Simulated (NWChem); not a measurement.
Program: NWChem. System: CHO (+1), charge 1, spin multiplicity 1, at a geometry optimised with PBE/def2-SVP. The structure started from a generated list of species. Level: CR-EOMCCSD(T)/def2-SVPD, 2 core orbitals frozen.

The NWChem input:

```
start mol
memory heap 100 mb stack 700 mb global 1900 mb
charge 1
geometry units angstroms nocenter noautoz
  C      0.000000     0.000000    -0.521915
  O      0.000000     0.000000     0.596550
  H      0.000000     0.000000    -1.640908
  symmetry group C2v
end
basis spherical
  * library def2-svpd
end
scf
  rhf
  nopen 0
  maxiter 100
  thresh 1e-7
  semidirect memsize 60000000 filesize 0
end
tce
  freeze core 2
  creomsd(t)
  nroots 1
  2eorb
  2emet 13
  thresh 1e-5
  maxiter 200
  tilesize 24
end
task tce energy
```

NWChem printed:

```
             Northwest Computational Chemistry Package (NWChem) 7.3.0
             --------------------------------------------------------

                                NWChem Input Module
                                -------------------

 Scaling coordinates for geometry "geometry" by  1.889725989
 (inverse scale =  0.529177249)

 Turning off AUTOSYM since
 SYMMETRY directive was detected!

                             Geometry "geometry" -> ""
                             -------------------------

 Output coordinates in angstroms (scale by  1.889725989 to convert to a.u.)

  No.       Tag          Charge          X              Y              Z
 ---- ---------------- ---------- -------------- -------------- --------------
    1 C                    6.0000     0.00000000     0.00000000    -0.52191500
    2 O                    8.0000     0.00000000     0.00000000     0.59655000
    3 H                    1.0000     0.00000000     0.00000000    -1.64090800

 Effective nuclear repulsion energy (a.u.)      27.4396452047

            Nuclear Dipole moment (a.u.)
            ----------------------------
        X                 Y               Z
 ---------------- ---------------- ----------------
     0.0000000000     0.0000000000     0.0000037795

      Symmetry information
      --------------------

 Group name             C2v
 Group number             16
 Group order               4
 No. of unique centers     3

      Symmetry unique atoms

     1    2    3


 Summary of "ao basis" -> "" (spherical)
 ------------------------------------------------------------------------------
       Tag                 Description            Shells   Functions and Types
 ---------------- ------------------------------  ------  ---------------------
 *                         def2-svpd                  on all atoms

 Summary of "ao basis" -> "ao basis" (spherical)
 ------------------------------------------------------------------------------
       Tag                 Description            Shells   Functions and Types
 ---------------- ------------------------------  ------  ---------------------
 C                         def2-svpd                 8       20   4s2p2d
 O                         def2-svpd                 9       23   4s3p2d
 H                         def2-svpd                 4        8   2s2p

                                 NWChem SCF Module
                                 -----------------

  ao basis        = "ao basis"
  functions       =    51
  atoms           =     3
  closed shells   =     7
  open shells     =     0
  charge          =   1.00
  wavefunction    = RHF
  use symmetry    = T
  symmetry adapt  = T

 Summary of "ao basis" -> "ao basis" (spherical)
 ------------------------------------------------------------------------------
       Tag                 Description            Shells   Functions and Types
 ---------------- ------------------------------  ------  ---------------------
 C                         def2-svpd                 8       20   4s2p2d
 O                         def2-svpd                 9       23   4s3p2d
 H                         def2-svpd                 4        8   2s2p

      Symmetry analysis of basis
      --------------------------

        a1         25
        a2          4
        b1         11
        b2         11

 Forming initial guess at       0.0s

      Superposition of Atomic Density Guess
      -------------------------------------

 Sum of atomic energies:        -112.81861672
[...]
   0.2351760984175   0.4819905468273   13.11564     0.2     0.2

 Iteration   9 using    9 trial vectors
   0.1431336010336   0.4380179835287   11.91908     0.2     0.2

 Iteration  10 using   10 trial vectors
   0.0750209657246   0.4276444624905   11.63680     0.2     0.2

 Iteration  11 using   11 trial vectors
   0.0423809341709   0.4242962320824   11.54569     0.2     0.2

 Iteration  12 using   12 trial vectors
   0.0222547309606   0.4228063325148   11.50515     0.2     0.2

 Iteration  13 using   13 trial vectors
   0.0107932422677   0.4229804971348   11.50989     0.2     0.2

 Iteration  14 using   14 trial vectors
   0.0041468148782   0.4227346432190   11.50320     0.2     0.2

 Iteration  15 using   15 trial vectors
   0.0014395737168   0.4227629117800   11.50397     0.2     0.2

 Iteration  16 using   16 trial vectors
   0.0005005782406   0.4227479679771   11.50356     0.2     0.2

 Iteration  17 using   17 trial vectors
   0.0001712421346   0.4227469731658   11.50354     0.2     0.2

 Iteration  18 using   18 trial vectors
   0.0000546911802   0.4227482187433   11.50357     0.2     0.2

 Iteration  19 using   19 trial vectors
   0.0000173372709   0.4227481849260   11.50357     0.2     0.2

 Iteration  20 using   20 trial vectors
   0.0000069549732   0.4227486130764   11.50358     0.2     0.2
 --------------------------------------------------------------
 Iterations converged
 ------------------

 Excited state root  1
 Excitation energy / hartree =        0.422748613076365
                   / eV      =       11.503579961146613
 largest EOMCCSD amplitudes: R1 and R2

 Singles contributions
     9b1  (alpha) ---     5a1  (alpha)       -0.8923439334
    12b1  (alpha) ---     5a1  (alpha)        0.1003532804
    15b1  (alpha) ---     5a1  (alpha)        0.1455263423

 Doubles contributions
     9b1  (alpha)     9b1  (beta ) ---     5a1  (alpha)     7b1  (beta )        0.1286398665
     9b1  (alpha)     9b1  (beta ) ---     7b1  (alpha)     5a1  (beta )        0.1286398665
======= CR-EOMCCSD(T) calculation ======
corresponding R0 value =     0.000000

CR-EOMCCSD(T) Intermediates cpu wall time             0.4            0.4
 creom_N i2_1 nr of boxes                    72
 creom_N i2_2 nr of boxes                   126
 creom_N i2_3 nr of boxes                    72
 creom_N i2_4 nr of boxes                   126

CR-EOMCCSD(T) triples loop cpu wall             0.4            0.4

 CR-EOMCCSD(T)  total energy / hartree       =      -112.769943066770480
 CR-EOMCCSD(T)  excitation energy (eV)       =     11.48636

 =========================================
 Excited-state calculation ( b2  symmetry)
 =========================================
 Dim. of EOMCC iter. space      500

 EOMCCSD SOLVER TYPE  1
  maxdiff =   0.85818949967975700

 No. of initial right vectors    1

 EOM-CCSD right-hand side iterations
 --------------------------------------------------------------
      Residuum       Omega / hartree  Omega / eV    Cpu    Wall
 --------------------------------------------------------------

 Iteration   1 using    1 trial vectors
   0.6599736139158   0.7337771092959   19.96710     0.2     0.2

 Iteration   2 using    2 trial vectors
   0.1766116553428   0.5886926888931   16.01915     0.2     0.2

 Iteration   3 using    3 trial vectors
   0.1365257165981   0.5621897712737   15.29797     0.2     0.2

 Iteration   4 using    4 trial vectors
   0.0980512616959   0.5483880963425   14.92241     0.2     0.2

 Iteration   5 using    5 trial vectors
   0.0817246767380   0.5360061258118   14.58548     0.2     0.2

 Iteration   6 using    6 trial vectors
   0.0810133468884   0.5286287560263   14.38473     0.2     0.2

 Iteration   7 using    7 trial vectors
   0.1124741527875   0.5186580295313   14.11341     0.2     0.2

 Iteration   8 using    8 trial vectors
   0.2351760984175   0.4819905468273   13.11564     0.2     0.2

 Iteration   9 using    9 trial vectors
   0.1431336010336   0.4380179835287   11.91908     0.2     0.2

 Iteration  10 using   10 trial vectors
   0.0750209657246   0.4276444624905   11.63680     0.2     0.2

 Iteration  11 using   11 trial vectors
   0.0423809341709   0.4242962320824   11.54569     0.2     0.2

 Iteration  12 using   12 trial vectors
   0.0222547309606   0.4228063325148   11.50515     0.2     0.2

 Iteration  13 using   13 trial vectors
   0.0107932422677   0.4229804971348   11.50989     0.2     0.2

 Iteration  14 using   14 trial vectors
   0.0041468148782   0.4227346432190   11.50320     0.2     0.2

 Iteration  15 using   15 trial vectors
   0.0014395737168   0.4227629117800   11.50397     0.2     0.2

 Iteration  16 using   16 trial vectors
   0.0005005782406   0.4227479679771   11.50356     0.2     0.2

 Iteration  17 using   17 trial vectors
   0.0001712421346   0.4227469731658   11.50354     0.2     0.2

 Iteration  18 using   18 trial vectors
   0.0000546911802   0.4227482187433   11.50357     0.2     0.2

 Iteration  19 using   19 trial vectors
   0.0000173372709   0.4227481849260   11.50357     0.2     0.2

 Iteration  20 using   20 trial vectors
   0.0000069549732   0.4227486130764   11.50358     0.2     0.2
 --------------------------------------------------------------
 Iterations converged
 ------------------

 Excited state root  1
 Excitation energy / hartree =        0.422748613076367
                   / eV      =       11.503579961146659
 largest EOMCCSD amplitudes: R1 and R2

 Singles contributions
     8b2  (alpha) ---     5a1  (alpha)       -0.8923439334
    13b2  (alpha) ---     5a1  (alpha)        0.1003532804
    16b2  (alpha) ---     5a1  (alpha)        0.1455263423

 Doubles contributions
     8b2  (alpha)     8b2  (beta ) ---     5a1  (alpha)     6b2  (beta )        0.1286398665
     8b2  (alpha)     8b2  (beta ) ---     6b2  (alpha)     5a1  (beta )        0.1286398665
======= CR-EOMCCSD(T) calculation ======
corresponding R0 value =     0.000000

CR-EOMCCSD(T) Intermediates cpu wall time             0.4            0.4
 creom_N i2_1 nr of boxes                    72
 creom_N i2_2 nr of boxes                   126
 creom_N i2_3 nr of boxes                    72
 creom_N i2_4 nr of boxes                   126

CR-EOMCCSD(T) triples loop cpu wall             0.3            0.3

 CR-EOMCCSD(T)  total energy / hartree       =      -112.769943066770480
 CR-EOMCCSD(T)  excitation energy (eV)       =     11.48636

 Task  times  cpu:       17.6s     wall:       17.6s

 Total times  cpu:       17.7s     wall:       17.7s
```
